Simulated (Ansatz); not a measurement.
Energy needed to pull apart AlBNH₂ (SMILES [BH]1[NH][Al]1), doublet, into free ground-state atoms, from the structure below (displaced at random from its PBE0-D4/def2-TZVP minimum); no zero-point or spin–orbit terms; open-shell atoms are treated unrestricted, in their ground-state multiplicity.

B1  (-0.521, -0.450, -0.133)
N2  (0.410, 0.474, 0.067)
Al3  (1.366, -0.908, 0.908)
H4  (-1.611, -0.622, -0.636)
H5  (0.385, 1.464, -0.216)
(Å)

Program: Ansatz 0.2.0. Basis: def2-TZVPP. Cores are frozen in the correlated methods; orbitals are unrestricted.

```json
{"method": "PBE-D4", "atomization energy (kcal/mol)": "401.5"}
{"method": "r2SCAN-D4", "atomization energy (kcal/mol)": "392.6"}
{"method": "PBE0-D4", "atomization energy (kcal/mol)": "391.0"}
{"method": "wB97M-V", "atomization energy (kcal/mol)": "390.0"}
{"method": "HF", "atomization energy (kcal/mol)": "?"}
{"method": "MP2", "atomization energy (kcal/mol)": "378.8"}
{"method": "CCSD", "atomization energy (kcal/mol)": "?"}
{"method": "CCSD(T)", "atomization energy (kcal/mol)": "370.8"}
```

(1) What does HF give? (Judge from chemistry; the value comes from the calculation.)

(2) What does CCSD give? (An estimate is asked for; the value comes from the calculation.)

T1 diagnostic: at most 0.029. ⟨S²⟩ of the unrestricted Hartree–Fock references: 0.85 (a pure state has 0.75). The unrestricted reference is spin-contaminated, which hurts MP2 most.

Results:

(1) The calculation gives: 271.7 kcal/mol, which is about 99.1 kcal/mol less than CCSD(T)/def2-TZVPP.

(2) The calculation gives: 363.1 kcal/mol, which is about 7.7 kcal/mol less than CCSD(T)/def2-TZVPP.

In triple zeta the MP2 and coupled-cluster atomization energies are still short of their basis limit by a few kcal/mol a bond, whereas those of the functionals are nearly converged, so these differences are not deviations from converged CCSD(T).

For scale, one of the runs: CCSD(T)/def2-TZVPP forces, 132 basis functions, launched by `ansatz run in.yaml --threads 2 --pin off --events-out ev --progress --plain --max-ram 4352MiB`. Hardware: 2 CPU threads of an Arm Neoverse V1, shared host. Wall time 110 s; peak host memory 2.4 GiB.
